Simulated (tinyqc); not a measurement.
Pariser-Parr-Pople SCF with singles CI, for the molecule C=CC=C[CH2+] (SMILES; centres numbered as the heavy atoms are written), step by step. One step of it, computed by the program tinyqc.

Problem. Singles CI, singlets. Over the 6 single excitations with the smallest orbital gaps: A = (e_a - e_i) delta + 2 (ia|jb) - (ij|ab), with (pq|rs) = sum c_mp c_mq gamma_mn c_nr c_ns. f = 2/3 w |mu|^2 in atomic units, mu = sqrt2 sum c_ia sum_m c_mi c_ma R_m.

orbital energies (eV): -17.308787  -14.843865  -8.558480  -5.219510  -3.373604

coefficients:
```
,MO1,MO2,MO3,MO4,MO5
1C,0.302479,0.491924,-0.559701,0.507947,0.308613
2C,0.488922,0.507947,-0.017281,-0.491924,-0.510545
3C,0.582172,0.000000,0.610633,0.000000,0.536845
4C,0.488922,-0.507947,-0.017281,0.491924,-0.510545
5C,0.302479,-0.491924,-0.559701,-0.507947,0.308613
```

repulsion gamma_rs (eV), lower triangle:
```
,1C,2C,3C,4C,5C
1C,11.130000
2C,5.344569,11.130000
3C,3.872154,5.346287,11.130000
4C,2.881359,3.873196,5.346287,11.130000
5C,2.343780,2.881359,3.872154,5.344569,11.130000
```

Centres (angstrom, eV; a flat drawing with bonds scaled to 1.40 angstrom):
```
centre,x,y,core charge z,W,gamma_rr
1C,-2.425000,-0.280000,1,11.160000,11.130000
2C,-1.212000,0.420000,1,11.160000,11.130000
3C,0.000000,-0.280000,1,11.160000,11.130000
4C,1.212000,0.420000,1,11.160000,11.130000
5C,2.425000,-0.280000,1,11.160000,11.130000
```

Give: singlet CI matrix; singlet excitation energies; oscillator strengths.

Solution.

singlet CI matrix (eV), lower triangle:
```
,2>3,1>3,2>4,2>5,1>4,1>5
2>3,3.8960
1>3,0.0000,5.7597
2>4,0.0000,-0.3002,7.0130
2>5,-0.4751,0.0000,0.0000,8.0403
1>4,0.2680,0.0000,0.0000,0.1869,8.5648
1>5,0.0000,-0.0039,0.0290,0.0000,0.0000,10.2581
```

singlet excitation energies (eV): 3.8248  5.6915  7.0809  8.0489  8.6275  10.2584

oscillator strengths: 1.2066  0.0079  0.1393  0.0741  0.0345  0.2232
